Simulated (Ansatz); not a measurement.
# C₄H₄O₂, SMILES COc1cc1=O: a single point from an input written key by key

With Ansatz 0.2.0, Python API.

Notebook, run cell by cell (the value of a cell's last expression is shown):

In [1]:
```python
import ansatz as az
```

In [2]:
```python
DECK = """
crystal:
  periodic: [false, false, false]
  atoms:
    - { symbol: C, position_ang: [-1.6715, -0.0008, 0.1098] }
    - { symbol: O, position_ang: [-0.6483, 0.7073, -0.5797] }
    - { symbol: C, position_ang: [0.5497, 0.2723, -0.2753] }
    - { symbol: C, position_ang: [1.3668, -0.5317, 0.3783] }
    - { symbol: C, position_ang: [1.9224, 0.446, -0.5176] }
    - { symbol: O, position_ang: [2.8458, 0.9518, -1.0227] }
    - { symbol: H, position_ang: [-1.5722, 0.1225, 1.1942] }
    - { symbol: H, position_ang: [-2.6367, 0.4157, -0.1934] }
    - { symbol: H, position_ang: [-1.6603, -1.0641, -0.1552] }
    - { symbol: H, position_ang: [1.5043, -1.3189, 1.0616] }
basis:
  gaussian: { orbitals: def2-SVP }
correlation:
  method: mp2
"""
```

In [3]:
```python
session = az.Session.from_yaml(DECK)
r = session.plan(threads=1).execute().report
```

In [4]:
```python
print(f"E = {r['free_energy_ev']:.6f} eV = {r['free_energy_ev'] / 27.211386246:.7f} Ha")
print("converged:", r["converged"], " doubts:", r["published_state_doubts"] or "none")
symbols = ["C", "O", "C", "C", "C", "O", "H", "H", "H", "H"]
parts = r["correlation"]
for name in ("random_phase", "coupled_cluster", "perturbative"):
    if name in parts:
        print(f"{name:16s} {parts[name]['energy']['hartree']:12.7f} Ha")
if "second_order" in parts:
    pair = parts["second_order"]
    print(f"MP2 same spin {pair['same_spin']['hartree']:.7f} Ha, opposite spin {pair['opposite_spin']['hartree']:.7f} Ha")
state = r["mean_field"]["state"]
print(f"mean field: {state['energy']['hartree']:.7f} Ha, <S^2> = {abs(state['spin_squared']):.4f}, stability: {state.get('stability', {}).get('kind')}")
```
```text
E = -8273.772531 eV = -304.0555324 Ha
converged: True  doubts: none
MP2 same spin -0.2285629 Ha, opposite spin -0.6421651 Ha
mean field: -303.1848044 Ha, <S^2> = 0.0000, stability: minimum
```

Reading the output:
- Total energies depend on the basis set; only differences at equal settings carry meaning.
- The geometry is a force-field or estimated start, not a minimum of this method, and the basis set is short of its limit.
- Run time: 2.7 s on 1 thread of Intel(R) Xeon(R) Platinum 8259CL CPU @ 2.50GHz (Skylake/Cascade Lake), with other jobs on the host, peak memory 0.22 GiB.

(Lines on the test bed's own set-up are left out of the output.)
